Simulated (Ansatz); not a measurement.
Geometry optimisation, RKS PBE-D4/STO-3G in Ansatz.

Input file:

```yaml
crystal:
  periodic: [false, false, false]
  atoms:
    - { symbol: "N", position_ang: [-0.3786, 0.9059, 0.6987] }
    - { symbol: C, position_ang: [0.1026, -0.0994, -0.1297] }
    - { symbol: O, position_ang: [-0.8217, -0.2569, -1.2011] }
    - { symbol: S, position_ang: [0.291, -1.5863, 0.8358] }
    - { symbol: S, position_ang: [1.7167, 0.3964, -0.7468] }
    - { symbol: H, position_ang: [0.2091, 1.0443, 1.4778] }
    - { symbol: H, position_ang: [-0.2478, 1.8104, 0.1609] }
    - { symbol: H, position_ang: [-1.5874, 0.0393, -0.7905] }
    - { symbol: H, position_ang: [-1.0832, -1.6273, 1.1744] }
    - { symbol: H, position_ang: [1.8823, -0.6775, -1.4764] }
basis:
  gaussian: { orbitals: STO-3G }
hamiltonian:
  xc: pbe
  dispersion: d4
relax:
  f_tol: 0.015
  max_steps: 40
```

Command:

```bash
$ ansatz run input.yaml --threads 1 --pin off --max-ram 2048MiB --backend cpu --events-out ev --progress --plain --runs-dir out
```

Q: Where does it end, and by what steps?

A: The forces met the threshold. The force dipped under the threshold on the way, but the program's further checks kept it going. Limits of this set-up: minimal basis. After 29 steps the energy has fallen by 1.385 eV; H10 moved furthest, 1.23 Å.

| step | energy less start (eV) | largest force component (eV/Å) | accepted |
| --- | --- | --- | --- |
| 0 | 0.0000 | 6.479 | yes |
| 2 | -1.3033 | 0.465 | yes |
| 4 | -1.3222 | 0.127 | yes |
| 6 | -1.3254 | 0.051 | yes |
| 8 | -1.3174 | 0.598 | no |
| 10 | -1.3263 | 0.302 | no |
| 12 | -1.3278 | 0.012 | yes |
| 14 | -1.3288 | 0.165 | yes |
| 16 | -1.3312 | 0.383 | yes |
| 18 | -1.3440 | 0.146 | yes |
| 20 | -1.3681 | 0.655 | yes |
| 22 | -1.3797 | 0.151 | yes |
| 24 | -1.3763 | 0.491 | no |
| 26 | -1.3828 | 0.074 | yes |
| 28 | -1.3847 | 0.040 | yes |
| 29 | -1.3849 | 0.012 | yes |

```xyz
10
Properties=species:S:1:pos:R:3
N -0.434 0.927 0.597
C 0.170 -0.313 -0.101
O -0.637 -0.496 -1.309
S 0.103 -1.708 1.145
S 1.939 -0.220 -0.662
H 0.129 1.036 1.501
H -0.083 1.762 0.022
H -1.553 -0.156 -0.951
H -1.158 -1.359 1.557
H 1.606 0.477 -1.796
```

Whether the end is a true minimum wasn't checked by a vibrational analysis.

Run time: 80 s on 1 thread of Arm Neoverse V1, on a shared host, peak memory 0.14 GiB.
